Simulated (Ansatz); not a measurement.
# B2Si: the cost of one run

Method: def2-QZVPP, core rule «outside noble gas», up to 7 orbitals frozen; program: Ansatz 0.2.0, Gaussian basis.

The runs, in order: UHF; ROHF; CCSD(T) on UHF.

2 further runs of the same task are left out: 2 set aside as unsound or not needed.

## Step 1: The geometry

The geometry is a PBE0/def2-TZVP stationary point (not a proven minimum) of the parent state, kept for this charge and spin.

3 atoms, charge 1, spin multiplicity 4.

Atoms are counted from 1 here; the program's logs count them from 0.

Bond lengths: B1–B2 1.543 Å, B2–Si3 1.871 Å. Angles: B1–B2–Si3 180.0°.

Coordinates:

```xyz
3
charge 1, multiplicity 4
B     0.0000    0.0000   -1.6525
B     0.0000    0.0000   -0.1095
Si    0.0000    0.0000    1.7619
```

## Step 2: UHF

in.yaml

```yaml
crystal:
  periodic: [false, false, false]
  atoms:
    - {symbol: B, position_ang: [0.000000, 0.000000, -1.652467]}
    - {symbol: B, position_ang: [0.000000, 0.000000, -0.109467]}
    - {symbol: Si, position_ang: [0.000000, 0.000000, 1.761933]}
basis:
  gaussian: {orbitals: "def2-QZVPP.json"}
total_charge: 1
magnetization: {spin_polarized: true, initial_magnetization: 3}
hamiltonian: {xc: hf}
output: {orbitals: {seedname: orbitals}}
```

Launch:

```bash
ansatz run in.yaml --threads 1 --pin off --events-out ev --progress --plain --max-ram 2393MiB
```

Q: Estimate wall time and peak memory on 1 thread of Arm Neoverse V2, shared host.

About 18 s, with a peak of 0.38 GiB.
